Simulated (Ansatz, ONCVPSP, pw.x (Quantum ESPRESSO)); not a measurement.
What a changed setting does to a pw.x run (diamond P)

Potential: optimised norm-conserving Vanderbilt (ONCV), ONCVPSP 4.0.1.1 (patched build), LDA (Perdew-Wang 92); core [Ne], reference 3s2 3p3; waves: 3s: rc 1.55 bohr, ncon 3, nbas 7, qcut 4 1/bohr, 2 projectors, debl 3.7 Ha; 3p: rc 1.70 bohr, ncon 4, nbas 8, qcut 4.6 1/bohr, 2 projectors, debl 2.2 Ha; d scattering state at 0.15 Ha: rc 1.65 bohr, ncon 4, nbas 7, qcut 5.7 1/bohr, 2 projectors, debl 3 Ha; local part: polynomial inside 1.15 bohr (lpopt 5, dvloc0 -1 Ha); core correction: none.

The reference run (k-mesh 9³, cutoffs 125/500 Ry, Fermi–Dirac 0.01 Ry, mixing_beta 0.4, conv_thr 1e-9, no spin) gives -0.37 GPa at 19.134 Å³/atom, where all-electron LAPW gives -0.12 GPa. This run, with its own iteration cap, changes degauss to 0.02.

```
&control
  calculation='scf', prefix='x', pseudo_dir='./', outdir='./tmp', tstress=.true., disk_io='none'
/
&system
  ibrav=0, nat=2, ntyp=1, ecutwfc=125, ecutrho=500, nbnd=12,
  occupations='smearing', smearing='fd', degauss=0.02
/
&electrons
  conv_thr=1e-09, mixing_beta=0.4, electron_maxstep=50
/
ATOMIC_SPECIES
P 1.0 P.UPF
CELL_PARAMETERS angstrom
  0.00000000 2.67466004 2.67466004
  2.67466004 0.00000000 2.67466004
  2.67466004 2.67466004 0.00000000
ATOMIC_POSITIONS crystal
P 0.0000 0.0000 0.0000
P 0.2500 0.2500 0.2500
K_POINTS automatic
9 9 9 0 0 0
```

```bash
pw.x < P.scf.in > P.scf.out
```

Problem. How does the run end?

Solution. It converges in 7 iterations; the free energy moves by -58.0 meV/atom and the pressure by +0.20 GPa. In a metal, with Fermi–Dirac smearing, F lies below its zero-width value by a term in the square of the width.

```
Message from routine setup:
     using ibrav=0 with symmetry is DISCOURAGED, use correct ibrav instead
     lattice parameter (alat)  =       7.1480  a.u.
     unit-cell volume          =     258.2453 (a.u.)^3
     number of electrons       =        10.00
     number of Kohn-Sham states=           12
     kinetic-energy cutoff     =     125.0000  Ry
     charge density cutoff     =     500.0000  Ry
     scf convergence threshold =      1.0E-09
     Exchange-correlation= SLA  PW   NOGX NOGC
     number of k points=    35  Fermi-Dirac smearing, width (Ry)=  0.0200
     iteration #  1     ecut=   125.00 Ry     beta= 0.40
     total energy              =     -26.45795561 Ry
     estimated scf accuracy    <       0.01920851 Ry
     iteration #  2     ecut=   125.00 Ry     beta= 0.40
     total energy              =     -26.45665271 Ry
     estimated scf accuracy    <       0.00516737 Ry
     iteration #  3     ecut=   125.00 Ry     beta= 0.40
     total energy              =     -26.45691752 Ry
     estimated scf accuracy    <       0.00012382 Ry
     iteration #  4     ecut=   125.00 Ry     beta= 0.40
     total energy              =     -26.45693538 Ry
     estimated scf accuracy    <       0.00000047 Ry
     iteration #  5     ecut=   125.00 Ry     beta= 0.40
     total energy              =     -26.45693595 Ry
     estimated scf accuracy    <       0.00000002 Ry
     iteration #  6     ecut=   125.00 Ry     beta= 0.40
     total energy              =     -26.45693595 Ry
     estimated scf accuracy    <          6.1E-09 Ry
     iteration #  7     ecut=   125.00 Ry     beta= 0.40
     the Fermi energy is     7.5632 ev
!    total energy              =     -26.45693595 Ry
     estimated scf accuracy    <          3.6E-12 Ry
     smearing contrib. (-TS)   =      -0.02194326 Ry
     The total energy is F=E-TS. E is the sum of the following terms:
     one-electron contribution =       4.52273254 Ry
     hartree contribution      =       2.33165340 Ry
     xc contribution           =      -6.64514420 Ry
     ewald contribution        =     -26.64423443 Ry
     convergence has been achieved in   7 iterations
          total   stress  (Ry/bohr**3)                   (kbar)     P=       -1.64
     Message from routine punch:
     Nothing written, as per user request (disk_io='none')
```

The run took about 90 s on one core of a shared host (Neoverse-N1, 64 threads, 124 GiB, load 56).
